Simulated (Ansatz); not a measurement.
Two structures of Si2H6F, doublet, reached by relaxing down either side of one saddle point (PBE0-D4/def2-TZVP). Energies are electronic, without zero-point energy. Program: Ansatz 0.2.0. Basis: def2-TZVPP and def2-QZVPP. Cores are frozen in the correlated methods; orbitals are unrestricted. Extrapolation: Hartree–Fock as exp(−7.88 √X), correlation as X^−2.97. First:

F1  (1.139, -1.059, 0.529)
Si2  (-0.288, -1.327, 1.211)
Si3  (0.120, 1.461, -1.302)
H4  (-0.712, -0.097, 1.920)
H5  (-1.258, -1.687, 0.151)
H6  (-0.121, -2.447, 2.167)
H7  (-0.759, 2.484, -1.927)
H8  (1.140, 2.090, -0.425)
H9  (0.739, 0.581, -2.325)
(Å)

Second:

```csv
atom,x (Å),y (Å),z (Å)
F1,1.2087,1.0564,0.3482
Si2,-0.7452,-1.4791,1.0471
Si3,0.5701,1.3341,-1.0962
H4,-1.0069,-0.5660,2.1879
H5,-1.8040,-2.5164,0.9304
H6,0.6045,-2.0921,1.1284
H7,-0.8650,1.6585,-0.9248
H8,1.2959,2.4822,-1.6904
H9,0.7420,0.1223,-1.9306
```

(1) Which bonds change from the first to the second?

(2) Give the saddle point's structure and its height above each. (Judge from chemistry; the value comes from the calculation.)

T1 diagnostic: at most 0.014. ⟨S²⟩ of the unrestricted Hartree–Fock references: 0.76 (a pure state has 0.75).

Results:

(1) SiH₃F ([F][SiH3]) + SiH₃ → SiH₃F ([F][SiH3]) + SiH₃; bonds formed: F1–Si3; bonds broken: F1–Si2.

(2) By the calculation: 34.59 kcal/mol above the first and 34.59 kcal/mol above the second (CCSD(T) at an estimated basis limit (MP2 extrapolated from triple and quadruple zeta, plus CCSD(T) − MP2 in triple zeta)).
```csv
atom,x (Å),y (Å),z (Å)
F1,-0.0268,0.0047,-0.0051
Si2,-0.4783,-1.3081,1.2701
Si3,0.4754,1.3086,-1.2705
H4,-1.0517,-0.5683,2.4112
H5,-1.4530,-2.1913,0.6006
H6,0.7919,-1.9855,1.5958
H7,-0.7208,2.1507,-1.4667
H8,1.6037,2.0352,-0.6559
H9,0.8595,0.5539,-2.4794
```

Radical steps of this kind take place in plasma deposition and etching.

Labels in which every atom is bracketed show which atoms are joined, not bond orders.

For scale, one of the runs: CCSD(T)/def2-TZVPP, 199 basis functions (an equivalent command: `ansatz run in.yaml --threads 4`). Time: 60 s of wall clock on 4 CPU threads; the host was shared. Peak host memory: 5.8 GiB.
